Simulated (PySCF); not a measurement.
**Where the electron goes**

CH3CH2CH2CHF2, C4H8F2.
Atom-mapped SMILES: `[CH3:1][CH2:2][CH2:3][CH:4]([F:5])[F:6]` (hydrogens: H7, H8, H9 on C1; H10, H11 on C2; H12, H13 on C3; H14 on C4)

Structure used (GFN2-xTB), in Å, numbered top down from 1:
```
atom  x, y, z in Å
C1     1.8584    0.3986   -0.3442
C2     0.4490    0.6452    0.1774
C3    -0.3906   -0.6296    0.1269
C4    -1.7967   -0.3919    0.6469
F5    -2.4646    0.4914   -0.1369
F6    -2.5229   -1.5387    0.6184
H7     2.4411    1.3150   -0.3093
H8     2.3632   -0.3527    0.2586
H9     1.8290    0.0502   -1.3735
H10   -0.0360    1.4152   -0.4252
H11    0.4979    1.0061    1.2072
H12    0.0637   -1.4138    0.7349
H13   -0.4652   -0.9895   -0.9012
H14   -1.8272   -0.0060    1.6780
```

Computed with PySCF, TDDFT wB97X-D/def2-SVPD, vertical, gas phase, core orbitals frozen in the response.

Frontier orbitals with the atoms that hold most of them (Löwdin shares over 4%, at most four atoms; ? is withheld):

| orbital | ε (eV) | atoms |
| --- | --- | --- |
| HOMO-3 | -12.59 | C1 23%, C2 22%, F6 12%, F5 9% |
| HOMO-2 | -11.89 | C2 25%, C3 19%, C1 18%, H7 8% |
| HOMO-1 | -11.69 | ? |
| HOMO | -11.31 | F6 18%, C4 18%, C3 18%, F5 14% |
| LUMO | 2.36 | ? |
| LUMO+1 | 2.81 | C4 19%, H14 18%, C1 12%, H9 8% |
| LUMO+2 | 3.10 | H12 13%, F6 12%, H11 11%, C3 11% |

Which atoms hold the HOMO-1, and with what shares?

C2 (bonded to 2 C and 2 H) 28%; C1 (bonded to C and 3 H) 16%; H10 (bonded to C) 12%; H11 (bonded to C) 11%. By element: carbon 44% or more, hydrogen 23% or more.

Which atoms hold the LUMO, and with what shares?

C1 (bonded to C and 3 H) 22%; C2 (bonded to 2 C and 2 H) 14%; C3 (bonded to 2 C and 2 H) 10%; H11 (bonded to C) 8%. By element: carbon 46% or more, hydrogen 8% or more.

How does S1 compare with the orbital gap of 13.67 eV?

S1 is at 9.51 eV (f = 0.019), 4.16 eV below the gap, made of HOMO→LUMO (66%), HOMO→LUMO+1 (23%). Without the coupling terms of the response equations the lowest excitation would equal the gap.

Give energy, strength and leading configuration of S2 and S6, and follow the Löwdin shares of the leading atoms from the occupied to the empty orbital.

- S2 (9.57 eV, f 0.0066), HOMO-1→LUMO (88%): C2 28% → 14%, C1 16% → 22%
- S6 (10.38 eV, f 0.093), HOMO-1→LUMO+1 (73%): C2 28% → at most 8%, C1 16% → 12%, C4 at most 11% → 19%, H14 at most 11% → 18%

Löwdin shares depend on the basis, the more so with diffuse functions.

The run took 47 s of wall time on one thread of an Arm Neoverse N1 (shared host).

One conformer stands for the species.
